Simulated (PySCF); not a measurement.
## Worked example for ethyl formate: proton affinity at atom O5

Structure: `CCOC=O` (C3H6O2). Coordinates in Å; atoms count from 1 in this order:
```
C    -1.2128    0.6239   -0.0718
C    -0.4440   -0.6604    0.1394
O     0.8099   -0.4246    0.7893
C     1.8245   -0.0513    0.0161
O     1.7870    0.1021   -1.1714
H    -0.6829    1.2837   -0.7732
H    -1.3550    1.1562    0.8802
H    -2.2044    0.4023   -0.4938
H    -0.2584   -1.1690   -0.8186
H    -0.9817   -1.3453    0.8089
H     2.7274    0.0934    0.6461
```

Level of theory: ωB97X-D3(BJ)/def2-TZVP single points in PySCF, grid level 2; every species was optimised with PBE0-D3(BJ)/def2-SVP. ωB97X-D3(BJ) is ωB97X-V with D3(BJ) in place of VV10. Zero-point and thermal terms (298.15 K, 1 bar) come from unscaled PBE0-D3(BJ)/def2-SVP harmonic frequencies, with soft modes damped to free rotors in the entropy.

Step: `CC[O+]=CO` → `CCOC=O` + H⁺.

```
  species  charge  multiplicity       E / Eh
CC[O+]=CO       1             1  -268.893973
   CCOC=O       0             1  -268.576328
```

Thermal terms, products less reactant: Δ(H − E) = -27.84 kJ/mol, Δ(G − E) = -57.04 kJ/mol (the bare proton has no electronic energy, H = 5/2 RT). 1 Eh = 2625.50 kJ/mol.

Task: What are ΔE, ΔH and ΔG of this step?

Result: ΔE = 0.317645 Eh = 833.98 kJ/mol; ΔH = 806.1 kJ/mol; ΔG = 776.9 kJ/mol, all in the gas phase at 298.15 K and 1 bar. The digits show the arithmetic; the method itself can be off by 10 kJ/mol or more.
